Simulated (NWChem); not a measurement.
Species: CH$_{3}$, doublet; SMILES [CH3]

Program: NWChem. Spin-unrestricted. In the optimisation the excess spin sits in a2" (D3h, its own frame). Structure relaxed at the PBE0/def2-SVP, spin-unrestricted level. No stability test was run on the SCF state. Vertical excitations in the gas phase. Excited states of an open shell can be spin-contaminated.

### Question
Estimate the computed values for B3LYP/aug-cc-pVDZ, TDA. Quantities: lowest excitation (eV); oscillator strength of that lowest state; lowest empty minus highest occupied level, either spin (eV).

### Answer
```json
{
 "lowest excitation (eV)": "5.19",
 "oscillator_strength_of_that_lowest_state": "0.037",
 "lowest empty minus highest occupied level, either spin (eV)": "4.26"
}
```
